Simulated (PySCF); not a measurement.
System (SMILES): O=[O+][O-].
Geometry (B3LYP-D3(BJ)/def2-TZVP, fixed):
```xyz
3

O     -0.0102     1.0756    -0.2169
O      0.0093     0.0011     0.4285
O      0.0009    -1.0767    -0.2116
```

Basis-set convergence of the lowest singlet excitation energy at PBE with PySCF. Tamm-Dancoff approximation; the state is taken by its order, and sets in which it differs in degeneracy or brightness are left out, yet its character can still change. All functions are spherical. Density fitting with generated auxiliary sets. No added dispersion term, no relativity. Reference: the value in d-aug-cc-pVTZ, 2.292 eV, itself unsure by roughly 0.002 eV (its mean distance from aug-cc-pVQZ, aug-pcseg-2, aug-cc-pVTZ). Deviations are taken from unrounded values. Cost is core time over that of 6-31G**, rough, on shared machines of one kind; a dash marks a row that isn't timed (too short, read off another run, short of memory, by another algorithm or on other hardware).

| basis | functions | lowest singlet excitation energy (eV) | minus reference (eV) | cost |
|---|---|---|---|---|
| 6-31G | 27 | 2.061 | -0.231 | - |
| 6-31G** | 42 | 2.250 | -0.042 | 1× |
| pcseg-1 | 42 | 2.254 | -0.038 | 0.7× |
| 6-311G** | 54 | 2.233 | -0.059 | 1× |
| aug-cc-pVDZ | 69 | 2.294 | 0.002 | 0.9× |
| pcseg-2 | 90 | 2.280 | -0.012 | 1× |
| jun-cc-pV(T+d)Z | 117 | 2.290 | -0.002 | 4× |
| def2-TZVPPD | 120 | 2.286 | -0.006 | 5× |
| aug-cc-pVTZ | 138 | 2.292 | 0.000 | 5× |
| cc-pVQZ | 165 | 2.285 | -0.007 | 7× |
| def2-QZVPP | 171 | 2.281 | -0.011 | 7× |
| d-aug-cc-pVTZ | 186 | 2.292 | 0.000 | 8× |
| aug-cc-pVQZ | 240 | 2.292 | 0.000 | 10× |

The smallest set listed that lies within 0.2 eV of the reference with all its larger relatives (same family, alike in diffuse functions; a set with none counts only in the reference's own line) is 6-31G** (42 functions, 1× in cost, -0.042 eV off), level with pcseg-1. Inside, with no larger relative to test it: cc-pVQZ, def2-QZVPP. (Relatives not listed, tested too: pcseg-3 -0.010, def2-QZVPPD -0.003 eV.)
